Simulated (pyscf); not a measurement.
Elementary routes open to water (H₂O) + HO–SiH(OH)–F in the gas phase (singlet surface):
A. HO–Si(OH)(OH)–F + hydrogen (H₂) (H–O, H–Si broken; O–Si, H–H formed)
B. HO–SiH(OH)–OH + hydrogen fluoride (HF) (H–O, F–Si broken; O–Si, F–H formed)

Single points on ωB97X-D3(BJ)/def2-SVP structures (PySCF, gas phase).

### Question
Rank the routes by free-energy barrier at 900 K, lowest first, for ωB97M-D3(BJ)/def2-TZVP energies (ideal gas, 1 atm, RRHO with modes under 100 cm⁻¹ raised to 100, one conformer, R ln 2 for chiral ones without a mode under 150 cm⁻¹).

### Answer
B (58.8 kcal/mol), A (66.6 kcal/mol)

Route B is the fastest of these, ahead of the next by 7.9 kcal/mol. The most stable products are those of A (ΔG = -19.9 kcal/mol), whose barrier is 7.9 kcal/mol higher: the kinetic and the thermodynamic product differ. At 298 K B is still the fastest. A: On the reactant side the descent ends in a complex (not fully relaxed), 8.0 kcal/mol under the separated species and 39.9 kcal/mol under the saddle at ωB97X-D3(BJ)/def2-TZVP. B: On the product side the descent ends in a bound adduct, 10.9 kcal/mol under the separated species and 23.0 kcal/mol under the saddle at ωB97X-D3(BJ)/def2-TZVP. Only these routes are compared; each barrier is that of the saddle found, and lower ones may exist.
